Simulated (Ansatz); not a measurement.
C2H6S, charge +3, doublet, at a GFN2-xTB geometry of the parent state (a state made from the parent by changing its charge; the spin is typed, not shown lowest); Ansatz (a program for electronic structure) with B3LYP/STO-3G.

Ansatz was given this input:
Ansatz 0.2 input:
```yaml
crystal:
  periodic: [false, false, false]
  atoms:
    - {symbol: C, position_ang: [1.28089259, 0.21169350, 0.68335560]}
    - {symbol: S, position_ang: [0.01499802, 0.28322653, -0.56655118]}
    - {symbol: C, position_ang: [-1.30390679, -0.64629964, 0.18600725]}
    - {symbol: H, position_ang: [1.54226619, -0.82365746, 0.90480822]}
    - {symbol: H, position_ang: [2.15771555, 0.74065689, 0.31689816]}
    - {symbol: H, position_ang: [0.93231569, 0.67887698, 1.60539170]}
    - {symbol: H, position_ang: [-0.98486767, -1.67128238, 0.37976291]}
    - {symbol: H, position_ang: [-2.15303809, -0.65232660, -0.49358934]}
    - {symbol: H, position_ang: [-1.59627479, -0.19625504, 1.13537012]}
basis:
  gaussian:
    orbitals: STO-3G
hamiltonian:
  xc: b3lyp
total_charge: 3
magnetization: {spin_polarized: true, initial_magnetization: 1}
```

Write the output that Ansatz gives for this input, abridged.


```
Functional definition: B3LYP
318 factors; integrals over basis functions are off by at most 2.2e-5 eV
mean field evaluation 1: about -12802.9435 eV, gradient 3.6e1 eV
mean field evaluation 2: about -12778.4029 eV, gradient 5.4e1 eV
mean field evaluation 4: about -12812.0989 eV, gradient 5.5e0 eV
mean field evaluation 8: about -12812.2955 eV, gradient 3.9e-1 eV
mean field evaluation 16: about -12812.2972 eV, gradient 2.1e-4 eV
mean field evaluation 32: about -12812.2972 eV, gradient 2.4e-5 eV
mean field -12812.29719970 eV, -470.8432376021 hartree, gradient 2.4e-5 eV, S^2 0.753067; 4 other end points of the search recorded, 0 dependent functions left out
reference -12812.29738799 eV, -470.8432445214 hartree; 16, 15 occupied and 9, 10 virtual orbitals, 318 factors
Total energy: -12812.29738799 eV, -470.8432445214 hartree
```
